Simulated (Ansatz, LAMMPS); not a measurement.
**Bulk modulus of hcp Cd: levels of theory against measurement**

Reference value: 53.8 GPa (measured, zero-point energy and finite temperature contributions removed, sources range from 50.7 to 53.8; as tabulated in doi:10.1021/acs.jctc.3c00612).

Question: What do Lennard-Jones uff-vdw, LDA, PBE, PBEsol, r²SCAN give, and how far is each from the reference?

Answer: 
```tsv
level (code)	value (GPa)	cell (Å³/atom)	error (%)
Lennard-Jones uff-vdw (LAMMPS)	7.3	14.98	-86
LDA (Ansatz)	63.3	20.06	+17.7
PBE (Ansatz)	38.4	22.89	-29
PBEsol (Ansatz)	54.4	21.02	+1.1
r²SCAN (Ansatz)	43.9	21.99	-18.4
```

Leaving aside Lennard-Jones uff-vdw, which can be fitted to such values or carry a doubt: Of these levels PBEsol (+1.1 %) comes nearest. PBE (-29 %) lies farthest from it. Of these only PBEsol lands within 15 %.

Lennard-Jones uff-vdw: this is a force field's van der Waals term alone, without bonds or charges. Each level is taken at its own relaxed cell. Cutoffs differ between the levels. Ansatz's density-functional and Hartree–Fock values are scalar-relativistic unless marked +SOC, with PAW data made under PBE.

Differences are worked out from the printed values.

Ansatz is a program for electronic structure.
